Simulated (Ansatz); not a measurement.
Input (CCSDT(Q)/aug-cc-pVDZ; Ansatz, a first-principles code):

Ansatz 0.2 input:
```yaml
crystal:
  periodic: [false, false, false]
  atoms:
    - {symbol: C, position_ang: [-0.69272316, 0.11838624, -0.00471319]}
    - {symbol: N, position_ang: [0.69817851, -0.11549685, -0.01936428]}
    - {symbol: H, position_ang: [-1.22204871, -0.63877872, -0.58426363]}
    - {symbol: H, position_ang: [-0.91948182, 1.14289724, -0.30190122]}
    - {symbol: H, position_ang: [-1.04052385, 0.01034812, 1.04968315]}
    - {symbol: H, position_ang: [1.08188889, -1.05423544, -0.13393287]}
    - {symbol: H, position_ang: [1.36925484, 0.63792928, 0.13424367]}
basis:
  gaussian:
    orbitals: aug-cc-pVDZ
total_charge: 1
magnetization: {spin_polarized: true, initial_magnetization: 1}
correlation: {method: ccsdt_q, electrons: outside_noble_gas}
```

Output:

```
Functional definition: HF
integrals: 0.22 GiB planned
1464 factors; integrals over basis functions are off by at most 2.5e-7 eV
mean field: 0.24 GiB planned
mean field evaluation 1: about -2579.1876 eV, gradient 2.9e1 eV
mean field evaluation 2: about -2579.1872 eV, gradient 2.9e1 eV
mean field evaluation 4: about -2583.4427 eV, gradient 3.0e0 eV
mean field evaluation 8: about -2583.6609 eV, gradient 1.9e-1 eV
mean field evaluation 16: about -2583.6057 eV, gradient 1.6e0 eV
mean field evaluation 32: about -2576.8095 eV, gradient 2.8e-1 eV
mean field -2583.66153011 eV, -94.9478099628 hartree, gradient 2.7e-6 eV, S^2 0.764861; 1 other end points of the search recorded, 0 dependent functions left out
2 core orbitals not correlated
reference -2583.66153011 eV, -94.9478099628 hartree; 7, 6 occupied and 82, 83 virtual orbitals, 1464 factors
second order -7.96418419 eV of doubles, -0.00000000 eV of singles
coupled cluster: 3.68 GiB planned
cycle   1  -8.63393155 eV  change   -6.7e-1 eV  update   7.3e-2
cycle   2  -9.08405891 eV  change   -4.5e-1 eV  update   2.9e-2
cycle   3  -9.23153905 eV  change   -1.5e-1 eV  update   2.0e-2
cycle   4  -9.20504089 eV  change    2.6e-2 eV  update   9.8e-3
cycle   5  -9.21303493 eV  change   -8.0e-3 eV  update   5.2e-3
cycle   6  -9.21785643 eV  change   -4.8e-3 eV  update   1.7e-3
cycle   7  -9.21702711 eV  change    8.3e-4 eV  update   6.0e-4
cycle   8  -9.21699422 eV  change    3.3e-5 eV  update   2.8e-4
cycle   9  -9.21703197 eV  change   -3.8e-5 eV  update   1.2e-4
cycle  10  -9.21689028 eV  change    1.4e-4 eV  update   4.9e-5
cycle  11  -9.21693671 eV  change   -4.6e-5 eV  update   2.1e-5
cycle  12  -9.21694749 eV  change   -1.1e-5 eV  update   7.2e-6
cycle  13  -9.21695711 eV  change   -9.6e-6 eV  update   3.3e-6
cycle  14  -9.21695979 eV  change   -2.7e-6 eV  update   1.4e-6
cycle  15  -9.21695995 eV  change   -1.7e-7 eV  update   6.3e-7
perturbative correction -0.01155559 eV, -0.0004246603 hartree
Total energy: -2592.89004566 eV, -95.2869516539 hartree
```
